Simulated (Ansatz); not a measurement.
Geometry optimisation, RKS r2SCANh-D4/def2-SVP in Ansatz 0.2.0.

The input (input.yaml):

```yaml
crystal:
  periodic: [false, false, false]
  atoms:
    - { symbol: C, position_ang: [-0.45183, 1.25638, -0.32703] }
    - { symbol: S, position_ang: [0.92793, 0.40994, -0.40204] }
    - { symbol: C, position_ang: [2.07399, 1.57917, -1.19211] }
    - { symbol: S, position_ang: [3.65026, 1.38976, -1.01869] }
    - { symbol: H, position_ang: [-0.51261, 2.20744, -0.83813] }
    - { symbol: H, position_ang: [-1.32764, 0.92597, 0.21539] }
    - { symbol: H, position_ang: [1.58256, 2.38663, -1.72195] }
total_charge: 1
basis:
  gaussian: { orbitals: def2-SVP }
hamiltonian:
  xc: r2scanh
  dispersion: d4
relax:
  f_tol: 0.015
  max_steps: 40
```

Run as:

```bash
$ ansatz run input.yaml --threads 2 --pin off --max-ram 3072MiB --backend cpu --events-out ev --progress --plain --runs-dir out
```

**Question.** Where does it end, and by what steps?

**Answer.** It converged. The force dipped under the threshold on the way, but the program's further checks kept it going. Limits of this set-up: the dipole of an ion depends on the origin. After 14 steps the energy has fallen by 0.056 eV; S2 moved furthest, 0.26 Å.

```json
{"step": "0", "energy less start (eV)": "0.0000", "largest force component (eV/Å)": "0.887", "accepted": "yes"}
{"step": "1", "energy less start (eV)": "-0.0136", "largest force component (eV/Å)": "0.436", "accepted": "yes"}
{"step": "2", "energy less start (eV)": "-0.0173", "largest force component (eV/Å)": "0.688", "accepted": "yes"}
{"step": "3", "energy less start (eV)": "0.0231", "largest force component (eV/Å)": "1.377", "accepted": "no"}
{"step": "4", "energy less start (eV)": "-0.0425", "largest force component (eV/Å)": "0.407", "accepted": "yes"}
{"step": "5", "energy less start (eV)": "-0.0510", "largest force component (eV/Å)": "0.162", "accepted": "yes"}
{"step": "6", "energy less start (eV)": "-0.0486", "largest force component (eV/Å)": "0.193", "accepted": "no"}
{"step": "7", "energy less start (eV)": "-0.0544", "largest force component (eV/Å)": "0.064", "accepted": "yes"}
{"step": "8", "energy less start (eV)": "-0.0555", "largest force component (eV/Å)": "0.014", "accepted": "yes"}
{"step": "9", "energy less start (eV)": "-0.0557", "largest force component (eV/Å)": "0.072", "accepted": "yes"}
{"step": "10", "energy less start (eV)": "-0.0543", "largest force component (eV/Å)": "0.151", "accepted": "no"}
{"step": "11", "energy less start (eV)": "-0.0561", "largest force component (eV/Å)": "0.015", "accepted": "yes"}
{"step": "12", "energy less start (eV)": "-0.0561", "largest force component (eV/Å)": "0.016", "accepted": "yes"}
{"step": "13", "energy less start (eV)": "-0.0562", "largest force component (eV/Å)": "0.016", "accepted": "yes"}
{"step": "14", "energy less start (eV)": "-0.0562", "largest force component (eV/Å)": "0.011", "accepted": "yes"}
```

```xyz
7
Properties=species:S:1:pos:R:3
C -0.477 1.273 -0.350
S 0.970 0.566 -0.194
C 2.126 1.615 -1.141
S 3.664 1.221 -1.210
H -0.633 2.194 -0.927
H -1.336 0.806 0.149
H 1.628 2.479 -1.611
```

Whether the end is a true minimum wasn't checked by a vibrational analysis.

Run time: 27 s on 2 threads of Intel(R) Xeon(R) CPU @ 2.60GHz (Ice Lake), with other jobs on the host, peak memory 0.19 GiB.
